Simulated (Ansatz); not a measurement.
# C₂H₄Si: functionals against CCSD(T) at one geometry

One table from this session's results is given with a row withheld; the runs are named, their logs left out.

Method: single points in def2-TZVPP; program: Ansatz 0.2.0, Gaussian basis.

Correlated methods freeze the cores.

**The starting structure**

SMILES `CC#[SiH]`, 7 atoms, charge 0, spin multiplicity 1.

Atoms are counted from 1 here; the program's logs count them from 0.

Bond lengths: C1–C2 1.500 Å, C1–H4 1.131 Å, C1–H5 1.076 Å, C1–H6 1.107 Å, C2–Si3 1.703 Å, Si3–H7 1.442 Å. Angles: C2–C1–H4 107.5°, C2–C1–H5 113.1°, C2–C1–H6 111.4°, H4–C1–H5 109.1°, H4–C1–H6 107.6°, H5–C1–H6 108.1°, C1–C2–Si3 133.6°, C2–Si3–H7 164.9°.

Coordinates:

```xyz
7
C2H4Si
C    -0.74380    0.72990   -0.29050
C    -0.08600   -0.61830   -0.26680
Si    1.30840   -1.23070    0.49640
H    -1.63370    0.66180   -0.98580
H    -0.08880    1.51250   -0.63300
H    -1.12210    1.01170    0.71060
H     2.35300   -2.07890    1.01570
```

Set-up of the first run:

Input file run/in.yaml:

```yaml
crystal:
  periodic: [false, false, false]
  atoms:
    - {symbol: C, position_ang: [-0.743800, 0.729900, -0.290500]}
    - {symbol: C, position_ang: [-0.086000, -0.618300, -0.266800]}
    - {symbol: Si, position_ang: [1.308400, -1.230700, 0.496400]}
    - {symbol: H, position_ang: [-1.633700, 0.661800, -0.985800]}
    - {symbol: H, position_ang: [-0.088800, 1.512500, -0.633000]}
    - {symbol: H, position_ang: [-1.122100, 1.011700, 0.710600]}
    - {symbol: H, position_ang: [2.353000, -2.078900, 1.015700]}
basis:
  gaussian: {orbitals: def2-TZVPP}
correlation: {method: ccsd_t}
output: {forces: true}
```

No record of the launch command was kept for these runs.

Steps of the session up to this table: CCSD(T)/def2-TZVPP; PBE0-D4/def2-TZVPP; wB97M-V/def2-TZVPP; r2SCAN-D4/def2-TZVPP; PBE-D4/def2-TZVPP; SPW92/def2-TZVPP; BLYP-D4/def2-TZVPP.

One of the session's tables, all rows but one given; the rest of the session is left out.

| method | RMS force component (eV/Å) | angle to CCSD(T) forces (°) | dipole (D) |
| --- | --- | --- | --- |
| CCSD(T) | 0.886 | reference | 1.31 |
| PBE0-D4 | 1.102 | 13.7 | 1.58 |
| wB97M-V | ? | ? | ? |
| r2SCAN-D4 | 1.019 | 11.6 | 1.41 |
| PBE-D4 | 0.947 | 14.2 | 1.34 |
| SPW92 | 1.070 | 22.5 | 1.42 |
| BLYP-D4 | 0.913 | 9.8 | 1.35 |

Estimate the missing values for wB97M-V.

As computed: RMS force component (eV/Å): 1.200; angle to CCSD(T) forces (°): 14.5; dipole (D): 1.82. In the column «RMS force component (eV/Å)» it is the highest.
